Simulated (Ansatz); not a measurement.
fcc Sr: PBE at its full settings (plane-wave cutoff 520 eV, 16×16×16 k mesh, Fermi–Dirac smearing 0.05 eV, scalar-relativistic PAW data made under PBE) and at cheaper ones, in a cell of 1 atom with Γ-centred meshes.

| level and setting | equilibrium lattice constant a (Å) | bulk modulus (GPa) |
|---|---|---|
| PBE (Ansatz) | 6.030 | 11.6 |
| PBE (300 eV cutoff) (Ansatz) | 6.031 | 11.5 |
| PBE (Γ point alone) (Ansatz) | 5.840 | 37.8 |
| PBE (4×4×4 k mesh) (Ansatz) | 6.066 | 10.2 |
| PBE (6×6×6 k mesh) (Ansatz) | 6.034 | 11.9 |
| PBE (Fermi-Dirac smearing of 0.3 eV) (Ansatz) | 6.064 | 11.7 |

Largest shifts from the full settings: lattice constant a -3.15 % (PBE (Γ point alone)), against a difference of -0.25 % of the full result from the reference 6.045 Å (measured, low-temperature or extrapolated to 0 K; zero-point anharmonic expansion removed; as tabulated in Csonka et al. (2009), arXiv:0903.4037); bulk modulus +226 % (PBE (Γ point alone)), against a difference of -7.2 % of the full result from the reference 12.5 GPa (measured, corrected for temperature and zero-point phonon effects, sources range from 12.0 to 12.5; as tabulated in Levämäki et al. (2014), arXiv:1402.3671).

Ansatz's density-functional and Hartree–Fock values are scalar-relativistic unless marked +SOC, with PAW data made under PBE.

Run with cheap settings on purpose, which may leave them unconverged: PBE (300 eV cutoff), PBE (4×4×4 k mesh), PBE (6×6×6 k mesh), PBE (Fermi-Dirac smearing of 0.3 eV), PBE (Γ point alone).

Ansatz is a program for electronic structure.
